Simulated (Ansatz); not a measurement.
Geometry optimisation, RKS PBE/def2-SVP in Ansatz 0.2.0.

Input:

```yaml
crystal:
  periodic: [false, false, false]
  atoms:
    - { symbol: Si, position_ang: [-0.459706, 0.0, -0.399321] }
    - { symbol: H, position_ang: [0.171271, 0.0, 2.200847] }
    - { symbol: H, position_ang: [0.862885, 0.0, 0.303816] }
    - { symbol: H, position_ang: [-0.556716, 1.238002, -1.246397] }
    - { symbol: H, position_ang: [-0.556716, -1.238002, -1.246397] }
    - { symbol: F, position_ang: [-1.705984, 0.0, 0.630344] }
    - { symbol: H, position_ang: [-0.520734, 0.0, 2.397507] }
basis:
  gaussian: { orbitals: def2-SVP }
hamiltonian:
  xc: pbe
relax:
  f_tol: 0.03
  max_steps: 50
```

Launched with:

```bash
$ ansatz run input.yaml --threads 1 --pin off --max-ram 2048MiB --backend cpu --events-out ev --progress --plain --runs-dir out
```

Question: Where does it end, and by what steps?

Answer: The forces met the threshold. The force dipped under the threshold on the way, but the program's further checks kept it going. After 18 steps the energy has fallen by 0.288 eV; H2 moved furthest, 1.36 Å.

| step | energy less start (eV) | largest force component (eV/Å) | accepted |
| --- | --- | --- | --- |
| 0 | 0.0000 | 1.914 | yes |
| 1 | -0.1605 | 0.450 | yes |
| 2 | -0.2193 | 0.363 | yes |
| 3 | -0.2537 | 0.149 | yes |
| 4 | -0.2671 | 0.137 | yes |
| 5 | -0.2762 | 0.216 | yes |
| 6 | -0.2849 | 0.039 | yes |
| 7 | -0.2859 | 0.008 | yes |
| 8 | -0.2830 | 0.429 | no |
| 9 | -0.2867 | 0.034 | yes |
| 10 | -0.2872 | 0.032 | yes |
| 11 | -0.2871 | 0.192 | no |
| 12 | -0.2877 | 0.037 | yes |
| 13 | -0.2878 | 0.103 | yes |
| 14 | -0.2881 | 0.046 | yes |
| 15 | -0.2882 | 0.013 | yes |
| 16 | -0.2883 | 0.008 | yes |
| 17 | -0.2883 | 0.038 | yes |
| 18 | -0.2884 | 0.008 | yes |

```xyz
7
Properties=species:S:1:pos:R:3
Si -0.421 0.000 -0.783
H -0.099 0.000 3.531
H 1.035 0.000 -0.417
H -0.764 1.231 -1.568
H -0.764 -1.231 -1.568
F -1.306 0.000 0.602
H -0.446 0.000 2.845
```

Whether the end is a true minimum wasn't checked by a vibrational analysis.

Time of the run: 11 s on 1 thread of Intel(R) Xeon(R) 6975P-C (Granite Rapids) (shared host), peak memory 0.11 GiB.
